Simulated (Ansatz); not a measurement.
This geometry of H3OSi2 (6 atoms, charge 1, multiplicity 1) is a first-order saddle point.

All numbers below come from RKS CAM-B3LYP-D4/def2-SVP in Ansatz.

```xyz
6
Properties=species:S:1:pos:R:3
O -1.220 -1.070 0.560
Si 0.091 -1.644 -0.227
Si 0.880 0.872 -0.393
H -1.953 -1.603 0.910
H 2.116 1.435 -1.006
H 0.086 2.009 0.156
```

Problem. Which two structures does it join? (They come from a converged band through this point; their orientation in space is the band's.)

Solution. No bond is made or broken. The dihedral O1–Si2–Si3–H5 goes from -85 to 85°. The two ends are copies of one structure, up to a mirror image or an exchange of like atoms.

Image 0:

```xyz
6
Properties=species:S:1:pos:R:3
O -0.706 -0.636 -0.258
Si 0.262 -1.737 0.791
Si 0.631 0.519 0.247
H -1.519 -0.674 -0.798
H 1.344 0.914 -0.984
H -0.011 1.614 1.002
```

Image 8:

```xyz
6
Properties=species:S:1:pos:R:3
O -0.707 -0.635 -0.258
Si 0.262 -1.736 0.790
Si 0.631 0.519 0.247
H -1.520 -0.673 -0.798
H -0.010 1.613 1.003
H 1.343 0.913 -0.985
```

Problem. How far does it lie above each of them?

Solution. 18.9 kcal/mol above the first and 18.9 kcal/mol above the second. This is the barrier of this one path; another mechanism may lie lower. Limits of this set-up: the dipole of an ion depends on the origin.

Run time: 5.4 min on 1 thread of Arm Neoverse V1, on a shared host, peak memory 0.13 GiB.
